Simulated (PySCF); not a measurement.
Point-charge models of HPO (`O=P`) against its computed dipole.

Coordinates (GFN2-xTB, Å) and charges (e) from the PBE0/pcSseg-1 density (PySCF):

```
atom       x       y       z  Mulliken      IAO  Hirshfeld  ESP-fitted
  O1   1.191   0.011  -0.004   -0.4727  -0.6928    -0.2904     -0.3251
  P2  -0.148   0.581  -0.011   +0.5260  +0.7913    +0.3443     +0.3011
  H3  -1.031  -0.594   0.002   -0.0534  -0.0985    -0.0539     +0.0241
```

Problem. What dipole does each set of charges give (1 e·Å = 4.803 D), and what does the density give?

Solution. The full density gives (-2.19, 0.61, -0.01) D, 2.27 D in size; dipole vectors point from the negative to the positive end.

```csv
scheme,μx,μy,μz,size (D),share of the full size (%),angle to the full dipole (°)
Mulliken,-2.81,1.60,-0.02,3.23,142,14
IAO,-4.04,2.46,-0.03,4.73,208,16
Hirshfeld,-1.64,1.10,-0.01,1.97,87,18
ESP-fitted,-2.19,0.76,-0.01,2.32,102,4
```

Problem. Which set comes closest?

Solution. Length of the difference vector: ESP-fitted 0.15 D, Hirshfeld 0.74 D, Mulliken 1.17 D, IAO 2.61 D. Closest: ESP-fitted. ESP charges are fitted to the potential around the molecule, whose slowest-falling term is the dipole's. The schemes that divide the density aren't constrained to reproduce the dipole.

Problem. What is left for the Hirshfeld atoms' own dipoles?

Solution. The Hirshfeld atoms' densities add up to the full density, so μ = Σ q r + Σ (atomic dipoles). The atomic dipoles sum to (-2.19, 0.61, -0.01) − (-1.64, 1.10, -0.01) = (-0.55, -0.49, 0.00) D, 0.74 D in size.

Problem. Give the size of the full dipole in other units.

Solution. 2.27 D = 0.894 au = 0.473 e·Å = 7.58 × 10⁻³⁰ C·m.

Geometry: GFN2-xTB; no solvent, vibrations or thermal averaging.
